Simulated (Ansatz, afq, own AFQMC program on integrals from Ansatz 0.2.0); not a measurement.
Integrals from Ansatz 0.2.0, then the random walk in our own AFQMC program (afq).

```yaml
crystal:
  periodic: [false, false, false]
  atoms:
    - {symbol: Zr, position_ang: [0.000000, 0.000000, 0.000000]}
    - {symbol: B, position_ang: [0.000000, 0.000000, 5.708000]}
basis:
  gaussian: {orbitals: def2-TZVP}
magnetization: {spin_polarized: true, initial_magnetization: 5}
correlation: {method: ccsd_t, electrons: outside_noble_gas, hamiltonian_folder: ham}
```

```sh
$ ansatz run in.yaml --threads 1 --pin off --events-out ev --progress --plain --max-ram 16896MiB --backend cuda --devices 0, --max-vram 18GiB
```

afq runs on the folder ham with

```
--method phaseless --trial cisd --walkers 4000 --populations 20 --least-time 60 --time-step 0.005 --steps-per-block 50 --equilibration-blocks 40 --max-blocks 4000 --target-error 0.00032 --factor-cut 1e-05 --start spin_pure --seed 119 --release-times 0.24,0.6,1.2,2,3,4.2 --release-step 0.04 --release-every 3 --taylor-order 6
```

Times are imaginary, in 1/Eh. The walk had a cap of 336 s. With eight or more populations the least sampling time is a fifth of least-time, and the error comes from their spread. Core potentials past Kr, no spin–orbit coupling.

Output of the walk:

```
orbitals 66  electrons 6 1  factors 452 of 556
reference energy -70.97552073 Eh
CCSD correlation -0.09269026 Eh in 27 cycles, weight of the determinant in the CISD state 0.9087
energy of the start -71.068148 Eh
 block  time / (1/Eh)  mean weight  energy / Eh
     1     0.250  0.9999  -71.067743
     2     0.500  0.9999  -71.067877
     3     0.750  1.0000  -71.068154
     4     1.000  0.9999  -71.068450
     5     1.250  1.0000  -71.068725
     8     2.000  0.9999  -71.069310
    11     2.750  0.9998  -71.069856
    26     6.500  0.9998  -71.070147
    41    10.250  0.9999  -71.070103
    56    14.000  1.0001  -71.070080
    71    17.750  0.9999  -71.069681
    86    21.500  1.0003  -71.069647
   101    25.250  1.0002  -71.069698
   116    29.000  0.9999  -71.069906
   131    32.750  0.9997  -71.066187
   146    36.500  1.0002  -71.069504
   151    37.750  0.9999  -71.070167
   161    40.250  0.9997  -71.069721
   176    44.000  0.9999  -71.069740
   191    47.750  1.0004  -71.069516
   206    51.500  0.9998  -71.069498
   216    54.000  1.0002  -71.069700
error from the spread of 20 populations
released: time / (1/Eh)  energy / Eh  error  mean overlap
  0.24  -71.081403  0.009549  0.9995
  0.60  -71.064501  0.005461  0.9958
  1.20  -71.060179  0.010352  0.9941
  2.00  -71.070320  0.000132  0.9928
  3.00  -71.097521  0.030624  0.9828
  4.20  -71.070363  0.000127  0.9844
energy -71.069741 +/- 0.000040 Eh
(rows thinned)
```

The run passed its tests (sampling time, drift between the halves within three errors, error under three times the target), which doesn't prove that it has relaxed, ending at its cap on processor time.

Against this walk (error 1.1 meV) on the same determinant: CCSD(T) 4.6 meV lower, CCSDT(Q) 21.9 meV lower. The error is statistical and leaves out the bias of the constraint. The released energies have errors that jump between times, so the bars are unsure (meV from the phaseless value at times in 1/Eh: 143 ± 149 at 0.60, 260 ± 282 at 1.20, -16 ± 4 at 2.00, -756 ± 833 at 3.00, -17 ± 3 at 4.20), so they give no level; they do show a bias of the constraint, and the last of them that isn't too noisy lies 5 meV above CCSDT(Q). CCSDT(Q) is the surest value here, so the walk's 22 meV above it is most likely the bias of the constraint with this trial, which can have either sign.

Cautions: constraint bias not in the error; no spin-orbit coupling; outer-core shells of the metal frozen; lower spins were not checked; higher spins were not checked.

The walk took 8.9 min on 1 × NVIDIA H100 80GB HBM3 with 2 threads of AMD EPYC 7R13 Processor (Zen 3) (shared host) (the card was shared). The log's last line is the phaseless energy.

CCSDT and higher add their correlation energy to the determinant of the CCSD(T) run, since their own runs factorise the integrals more tightly (a shift of under 2 meV).
